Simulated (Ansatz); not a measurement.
A made-up structure of C$_{2}$H$_{6}$B, doublet:

B1  (-0.789, 0.746, -1.042)
C2  (0.201, 0.500, 0.085)
C3  (0.474, -0.807, 0.720)
H4  (-1.424, -0.170, -1.485)
H5  (-0.940, 1.845, -1.491)
H6  (0.782, 1.328, 0.491)
H7  (-0.125, -1.612, 0.293)
H8  (1.536, -1.070, 0.628)
H9  (0.306, -0.291, -0.613)
(Å)

It is relaxed with PBE-D4/def2-SVP and then PBE0-D4/def2-TZVP (Ansatz 0.2.0). Atoms count as bonded within 1.22 times the sum of their covalent radii (H–H: 0.88 Å). The end point is not checked to be a true minimum.

Does its bonding change? (Judge from chemistry; the calculation decides.)

The calculation gives: No: no bond forms or breaks.

Where it ends: The first stage lowers the energy by 1.92 eV in 12 steps. It ends as C₂H₆B ([BH2][CH2][CH2]):
```csv
atom,x (Å),y (Å),z (Å)
B1,-0.9330,0.7166,-0.9254
C2,0.3919,0.3369,-0.2215
C3,0.4945,-0.9186,0.5404
H4,-1.7550,-0.1190,-1.1732
H5,-1.0879,1.8319,-1.3327
H6,0.8986,1.1753,0.2621
H7,-0.0247,-1.8081,0.2060
H8,1.1006,-0.9874,1.4339
H9,0.9368,0.2421,-1.2034
```

Labels in which every atom is bracketed show which atoms are joined, not bond orders.

For scale, one of the runs: PBE0-D4/def2-TZVP relaxation, 129 basis functions, launched by `ansatz run in.yaml --threads 2 --pin off --events-out ev --progress --plain --max-ram 4352MiB`. The run took about 47 s on 2 CPU threads of an Arm Neoverse V1 (shared host).
